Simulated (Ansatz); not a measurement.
A nudged elastic band was laid between two geometries of CHO₂S (5 atoms, charge -1, multiplicity 1).

These are results of RKS r2SCAN-D4/def2-SVPD (Ansatz), not measurements.

```yaml
movable_images: 9
climbing_image: yes
spring: 5.0 eV/Å²
optimiser: quadratic models (default)
start_path: IDPP
force_threshold: 0.05 eV/Å
iteration_limit: 55
end_points: relaxed
```

Image 0:

```xyz
5
Properties=species:S:1:pos:R:3
O 0.748 0.238 1.098
C 0.172 -0.291 0.146
O -0.604 0.560 -0.654
S 0.169 -1.931 -0.365
H -0.485 1.423 -0.225
```

Image 10:

```xyz
5
Properties=species:S:1:pos:R:3
O 0.954 0.114 1.341
C 0.279 -0.103 0.350
O -0.380 0.990 -0.215
S -0.006 -1.601 -0.503
H -0.846 0.601 -0.973
```

Task: Which bonds break or form, and what moves?

Result: No bond is made or broken. The dihedral S4–C2–O3–H5 goes from 180 to 0°.

Task: What energy profile does the band end with?

Result: The run converged. The highest image is number 5 of 0 to 10, 9.4 kcal/mol above the first end and 13.0 kcal/mol above the last; the last end lies 3.6 kcal/mol below the first. A vibrational analysis at the climbing image gives one clearly imaginary mode, 563i cm⁻¹: a first-order saddle point. Limits of this set-up: the dipole of an ion depends on the origin.

| image | path coordinate (Å) | energy (kcal/mol) | dihedral S4–C2–O3–H5 (°) |
| --- | --- | --- | --- |
| 0 | 0.00 | 0.0 | 180 |
| 1 | 0.19 | 1.0 | 162 |
| 2 | 0.38 | 3.4 | 145 |
| 3 | 0.57 | 6.3 | 128 |
| 4 | 0.77 | 8.6 | 111 |
| 5 | 0.96 | 9.4 | 95 |
| 6 | 1.16 | 8.3 | 76 |
| 7 | 1.37 | 5.3 | 57 |
| 8 | 1.58 | 1.3 | 38 |
| 9 | 1.78 | -2.1 | 19 |
| 10 | 1.99 | -3.6 | 0 |

Task: What is the geometry of the highest image?

Result: 
```xyz
5
Properties=species:S:1:pos:R:3:forces:R:3
O 1.044 0.080 1.081 0.00 0.01 -0.01
C 0.276 -0.263 0.197 0.00 -0.03 0.02
O -0.056 0.740 -0.785 0.01 0.03 -0.01
S -0.465 -1.792 -0.072 0.00 0.00 0.00
H -0.799 1.234 -0.420 -0.01 -0.01 0.00
```

Task: What are the harmonic wavenumbers there?

Result: 563i, 413, 525, 617, 728, 938, 1139, 1673, 3845 cm⁻¹.

Run time: 3.2 min on 2 threads of Arm Neoverse V2 (shared host), peak memory 0.17 GiB.
